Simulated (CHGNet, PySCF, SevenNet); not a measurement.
## Rock-salt CaO, equilibrium lattice constant a

Reference value: 4.781 Å (measured, zero-point anharmonic expansion removed; as tabulated in Chen et al. (2018), doi:10.1103/physrevmaterials.2.073803).

Put these levels in order of the equilibrium lattice constant a that they give for rock-salt CaO, smallest first: CHGNet-r²SCAN, Hartree–Fock (PySCF), SevenNet-0.

CHGNet-r²SCAN (4.809 Å), SevenNet-0 (4.838 Å), Hartree–Fock (4.871 Å)

Errors against the reference: CHGNet-r²SCAN +0.59 %, SevenNet-0 +1.19 %, Hartree–Fock +1.88 %.

A ± on a computed value is a rough bar: the spread of its extrapolation, a floor set from checks against published values, or a statistical error.

Machine-learned potentials (CHGNet-r²SCAN, SevenNet-0) are trained on DFT data: a solid inside that data is no test of them.

Differences are worked out from the printed values.
